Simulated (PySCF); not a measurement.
Compound: allyl fluoride, C₃H₅F.
Z-matrix (Å and degrees, PBE0-D3(BJ)/def2-TZVP geometry), rows numbered from 1:
```
C 
C   1  1.3231
C   2  1.4865  1  124.88
F   3  1.3768  2  112.00  1     0.09
H   1  1.0833  2  121.12  3     0.01
H   1  1.0829  2  121.12  3  -179.99
H   2  1.0878  1  120.63  3  -179.93
H   3  1.0969  2  110.59  1   120.45
H   3  1.0969  2  110.55  1  -120.25
```

Linear response at PBE0/aug-cc-pVTZ (PySCF, frozen core in the response, non-relativistic). Geometry: PBE0-D3(BJ)/def2-TZVP, one conformer, isolated molecule.

Static isotropic polarisability: 40.40 au (5.99 Å³), principal values 32.0, 38.1, 51.2 au.

(1) What is the polarisability at 1064 nm and at the sodium D line?

(2) What is the isotropic C6 coefficient between two such molecules, C6 = (3/π)∫α(iω)² dω?

(3) Which effective excitation energy ω̄ makes London's formula C6 = (3/4)α²ω̄ exact here?

(4) What n − 1 at the D line would an ideal gas of it have at 273.15 K and 1 atm (2.6868 × 10¹⁹ cm⁻³), by n − 1 = 2π·N·α′?

(5) How anisotropic is the static polarisability, by Δα² = ½[(α1 − α2)² + (α2 − α3)² + (α3 − α1)²]?

(6) What molar refraction at the D line follows from R = (4π/3)·N_A·α′, with α′ the polarisability volume?

Answers

(1) 40.76 au at 1064 nm (+0.9 %), 41.63 au at 589.3 nm (+3.0 %). The rise at 589.3 nm is 3.38 times that at 1064 nm; a pure ω² law gives 3.26. The lowest singlet lies at 189 nm, shorter than both wavelengths.

(2) 690.6 au (Eh·bohr⁶) by a ten-point quadrature over imaginary frequencies, which is 413 eV·Å⁶ or 39.8 J·nm⁶/mol.

(3) ω̄ = 4·C6/(3α²) = 0.564 Eh = 15.4 eV. A one-pole form α(ω) = α/(1 − ω²/ω̄²) fitted to the 1064 nm value gives 12.4 eV.

(4) 10.41 × 10⁻⁴, a formal value whether or not that pressure can be reached.

(5) Δα = 17.0 au, or 0.42 of the isotropic value.

(6) α′ = 6.17 Å³ gives R = 15.56 cm³/mol, for isolated, non-vibrating species.
